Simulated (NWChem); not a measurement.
System: methanethiol (CH₄S); SMILES CS

NWChem input:

```
start job
memory heap 200 mb stack 900 mb global 1100 mb
geometry units angstroms noautosym nocenter noautoz
  C      0.007372     1.144073     0.000000
  S      0.073678    -0.666908     0.000000
  H     -0.485965     1.537229     0.899863
  H      1.050474     1.489261     0.000000
  H     -0.485965     1.537229    -0.899863
  H     -1.259317    -0.880595     0.000000
end
basis spherical
  * library sto-3g
end
dft
  xc b3lyp
  iterations 150
end
property
  response 1 0.0773
end
task dft property
```

Excerpt of the output:

```
             Northwest Computational Chemistry Package (NWChem) 7.3.0
             --------------------------------------------------------

                             Geometry "geometry" -> ""
                             -------------------------

 Output coordinates in angstroms (scale by  1.889725989 to convert to a.u.)

  No.       Tag          Charge          X              Y              Z
 ---- ---------------- ---------- -------------- -------------- --------------
    1 C                    6.0000     0.00737200     1.14407300     0.00000000
    2 S                   16.0000     0.07367800    -0.66690800     0.00000000
    3 H                    1.0000    -0.48596500     1.53722900     0.89986300
    4 H                    1.0000     1.05047400     1.48926100     0.00000000
    5 H                    1.0000    -0.48596500     1.53722900    -0.89986300
    6 H                    1.0000    -1.25931700    -0.88059500     0.00000000

 Effective nuclear repulsion energy (a.u.)      56.2440185353

                              NWChem Property Module
                              ----------------------

                                 NWChem DFT Module
                                 -----------------

 Summary of "ao basis" -> "ao basis" (spherical)
 ------------------------------------------------------------------------------
       Tag                 Description            Shells   Functions and Types
 ---------------- ------------------------------  ------  ---------------------
 C                           sto-3g                  3        5   2s1p
 S                           sto-3g                  5        9   3s2p
 H                           sto-3g                  1        1   1s

            General Information
            -------------------
          SCF calculation type: DFT
          Wavefunction type:  closed shell.
          No. of atoms     :     6
          No. of electrons :    26
           Alpha electrons :    13
            Beta electrons :    13
          Charge           :     0
          Spin multiplicity:     1
          Use of symmetry is: off; symmetry adaption is: off
          Maximum number of iterations: 150
          AO basis - number of functions:    18
                     number of shells:    12
          Convergence on energy requested:  1.00D-06
          Convergence on density requested:  1.00D-05
          Convergence on gradient requested:  5.00D-04

              XC Information
              --------------
                         B3LYP Method XC Potential
                     Hartree-Fock (Exact) Exchange  0.200
                        Slater Exchange Functional  0.800 local
                    Becke 1988 Exchange Functional  0.720 non-local
              Lee-Yang-Parr Correlation Functional  0.810
                  VWN I RPA Correlation Functional  0.190 local

             Grid Information
             ----------------
          Grid used for XC integration:  medium
          Radial quadrature: Mura-Knowles
          Angular quadrature: Lebedev.
          Tag              B.-S. Rad. Rad. Pts. Rad. Cut. Ang. Pts.
          ---              ---------- --------- --------- ---------
          C                   0.70       49           7.0       434
          S                   1.00       88           7.0       590
          H                   0.35       45           9.0       434
          Grid pruning is: on
          Number of quadrature shells:   317
          Spatial weights used:  Erf1

      Superposition of Atomic Density Guess
      -------------------------------------

 Sum of atomic energies:        -432.15672029

      Non-variational initial energy
      ------------------------------

 Total energy =    -432.217921
 1-e energy   =    -712.698202
 2-e energy   =     224.236263
 HOMO         =      -0.103233
 LUMO         =       0.381452

   convergence    iter        energy       DeltaE   RMS-Dens  Diis-err
 ---------------- ----- ----------------- --------- --------- ---------
 d= 0,ls=0.0,diis     1   -433.7726992905 -4.90D+02  5.02D-02  2.04D-01
 d= 0,ls=0.0,diis     2   -433.7820885702 -9.39D-03  2.52D-02  1.44D-01
 d= 0,ls=0.0,diis     3   -433.8069154748 -2.48D-02  3.48D-03  2.74D-03
 d= 0,ls=0.0,diis     4   -433.8073354534 -4.20D-04  9.71D-04  1.63D-04
 d= 0,ls=0.0,diis     5   -433.8073702838 -3.48D-05  3.13D-05  1.21D-07
 d= 0,ls=0.0,diis     6   -433.8073703117 -2.79D-08  4.17D-06  1.51D-09

         Total DFT energy =     -433.807370311726
      One electron energy =     -711.990126929448
           Coulomb energy =      254.663029756685
    Exchange-Corr. energy =      -32.724291674298
 Nuclear repulsion energy =       56.244018535336

 Numeric. integr. density =       26.000002187988

                       DFT Final Molecular Orbital Analysis
                       ------------------------------------

 Vector   11  Occ=2.000000D+00  E=-3.267492D-01
              MO Center= -5.1D-02,  2.8D-01, -1.9D-10, r^2= 2.2D+00
   Bfn.  Coefficient  Atom+Function         Bfn.  Coefficient  Atom+Function
  ----- ------------  ---------------      ----- ------------  ---------------
     4      0.427255  1 C  py                18      0.404304  6 H  s
    13     -0.392561  2 S  py                16      0.352560  4 H  s
     3      0.277141  1 C  px                12     -0.269663  2 S  px
     9      0.138491  2 S  py                 8      0.097316  2 S  px
     2     -0.094931  1 C  s                 11     -0.092452  2 S  s

 Vector   12  Occ=2.000000D+00  E=-2.344282D-01
              MO Center=  1.3D-01, -5.4D-01,  1.3D-09, r^2= 1.8D+00
   Bfn.  Coefficient  Atom+Function         Bfn.  Coefficient  Atom+Function
  ----- ------------  ---------------      ----- ------------  ---------------
    11      0.584104  2 S  s                 12      0.493867  2 S  px
    13     -0.445075  2 S  py                 4      0.338834  1 C  py
    18     -0.334462  6 H  s                  8     -0.167093  2 S  px
     9      0.149277  2 S  py                 7     -0.142612  2 S  s
     2     -0.138834  1 C  s                 15      0.134523  3 H  s

 Vector   13  Occ=2.000000D+00  E=-1.161932D-01
              MO Center=  5.1D-02, -5.7D-01, -5.5D-09, r^2= 1.2D+00
   Bfn.  Coefficient  Atom+Function         Bfn.  Coefficient  Atom+Function
  ----- ------------  ---------------      ----- ------------  ---------------
    14      1.020471  2 S  pz                10     -0.317595  2 S  pz
    15     -0.157554  3 H  s                 17      0.157554  5 H  s
     5     -0.065669  1 C  pz

 Vector   14  Occ=0.000000D+00  E= 2.449472D-01
              MO Center= -4.6D-02, -1.0D-01, -5.8D-10, r^2= 1.6D+00
   Bfn.  Coefficient  Atom+Function         Bfn.  Coefficient  Atom+Function
  ----- ------------  ---------------      ----- ------------  ---------------
    13      0.932129  2 S  py                 4      0.699616  1 C  py
     2     -0.567034  1 C  s                 18      0.436882  6 H  s
    12      0.398462  2 S  px                 9     -0.257812  2 S  py
    11      0.169959  2 S  s                 15      0.123457  3 H  s
    17      0.123457  5 H  s                  8     -0.108962  2 S  px

 Vector   15  Occ=0.000000D+00  E= 2.886454D-01
              MO Center= -5.9D-01, -4.6D-01, -7.4D-10, r^2= 1.5D+00
   Bfn.  Coefficient  Atom+Function         Bfn.  Coefficient  Atom+Function
  ----- ------------  ---------------      ----- ------------  ---------------
    18      0.963447  6 H  s                 12      0.877059  2 S  px
    11     -0.670118  2 S  s                  4     -0.455622  1 C  py
    13     -0.307642  2 S  py                 2      0.249078  1 C  s
     8     -0.235649  2 S  px                16     -0.140465  4 H  s
     7      0.112990  2 S  s                  3      0.084779  1 C  px

 Vector   16  Occ=0.000000D+00  E= 4.416584D-01
              MO Center=  2.5D-01,  1.3D+00, -1.1D-09, r^2= 1.4D+00
   Bfn.  Coefficient  Atom+Function         Bfn.  Coefficient  Atom+Function
  ----- ------------  ---------------      ----- ------------  ---------------
     3      1.082064  1 C  px                16     -0.965187  4 H  s
    15      0.489437  3 H  s                 17      0.489437  5 H  s
    12     -0.230485  2 S  px                18     -0.145840  6 H  s
    13     -0.069365  2 S  py                 4     -0.065198  1 C  py
     8      0.061543  2 S  px                11      0.036412  2 S  s

     Multipole analysis of the density
     ---------------------------------

     L   x y z        total         alpha         beta         nuclear
     -   - - -        -----         -----         ----         -------
     0   0 0 0     -0.000000    -13.000000    -13.000000     26.000000

     1   1 0 0     -0.261742     -0.170845     -0.170845      0.079949
     1   0 1 0      0.249516      0.240944      0.240944     -0.232372
     1   0 0 1     -0.000000     -0.000000     -0.000000      0.000000

[...]

 DFT Linear Response polarizability / au
 Frequency  =       0.0773000 / au
 Wavelength =     589.4353558 / nm
              X              Y              Z
 -----------------------------------------------
 X      13.3200706      2.1053141      0.0000000
 Y       2.1052540     16.4490923     -0.0000000
 Z       0.0000000     -0.0000000      6.4229129
 -----------------------------------------------
 Eigenvalues =      12.2615981     17.5075648      6.4229129
 Isotropic   =      12.0640253
 Anisotropic =       9.6041636
 -----------------------------------------------

 Magnetic Dipole Response Matrix (nonzero elements):

 Exiting AOResponse driver routine
```

Level: B3LYP/STO-3G. STO-3G and 3-21G are far too small for this property and stand as cheap habits. The geometry was optimised at PBE0/def2-SVP.
